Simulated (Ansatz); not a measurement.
## AlFH₃P, SMILES [F][AlH][PH2]: the energy of protonation at one site

Program: Ansatz 0.2.0 through its Python package.

The script, `alfh3p_pa.py`:
```python
'''Adding a proton to AlFH3P.'''

import ansatz
import numpy as np

BASIS_SET = 'cc-pVDZ'
XC = 'PBE0'
VDW = 'd4'
NET_CHARGE = 1
FORCE_TOL = 0.01


def main() -> None:
    system = (
        ansatz.Crystal.molecule()
        .atom('F', (-1.7889, -1.0726, 0.9272))
        .atom('Al', (-0.4844, -0.8267, -0.2522))
        .atom('P', (1.2594, 0.6032, 0.247))
        .atom('H', (-0.4262, -1.5941, -1.6478))
        .atom('H', (0.8772, 1.6081, -0.7102))
        .atom('H', (0.6049, 1.2181, 1.3899))
    )

    calc = (
        system.calculation()
        .basis(gaussian=BASIS_SET)
        .functional(XC, dispersion=VDW)
    )
    symbols = [site.symbol for site in system.cartesian_sites]
    start = np.array([site.position_ang for site in system.cartesian_sites], dtype=float)
    rep = calc.relax(force_tolerance=0.01, max_steps=100).run().report
    end = np.array(rep['positions_ang'])

    # start the new hydrogen opposite the existing bonds
    away = sum((end[2] - end[j]) / np.linalg.norm(end[2] - end[j]) for j in [1, 4, 5]) + np.array([0.15, 0.1, -0.2])
    proton = end[2] + 1.4 * away / np.linalg.norm(away)
    acid = ansatz.Crystal.molecule()
    for symbol, place in zip(symbols, end):
        acid = acid.atom(symbol, place.tolist())
    acid = acid.atom('H', proton.tolist())
    protonated = (
        acid.calculation()
        .basis(gaussian=BASIS_SET)
        .functional(XC, dispersion=VDW)
        .charge(NET_CHARGE)
        .relax(force_tolerance=FORCE_TOL, max_steps=80)
    )
    after = protonated.run().report
    xyz = np.array(after['positions_ang'])
    reach = np.linalg.norm(xyz[:-1] - xyz[-1], axis=1)
    print(f'base {rep["free_energy_ev"]:.5f} eV, protonated {after["free_energy_ev"]:.5f} eV')
    print(f'the proton ends {reach.min():.3f} A from {symbols[reach.argmin()]}{reach.argmin()}')
    print(f'electronic proton affinity {96.485332 * (rep["free_energy_ev"] - after["free_energy_ev"]):.1f} kJ/mol')


if __name__ == '__main__':
    main()
```

```console
$ python alfh3p_pa.py
base -18644.14947 eV, protonated -18652.75867 eV
the proton ends 1.418 A from P2
electronic proton affinity 830.7 kJ/mol
```

What to keep in mind:
- Total energies depend on the basis set; only differences at equal settings carry meaning.
- The proton is put on one chosen atom, which needn't be the most basic site, so the molecule's proton affinity can be higher; the ends are stationary points, not checked by frequencies, and zero-point and thermal terms count only where printed.
- The whole script took 70 s on 1 thread of Arm Neoverse V1, with other jobs on the host, peak memory 0.21 GiB.
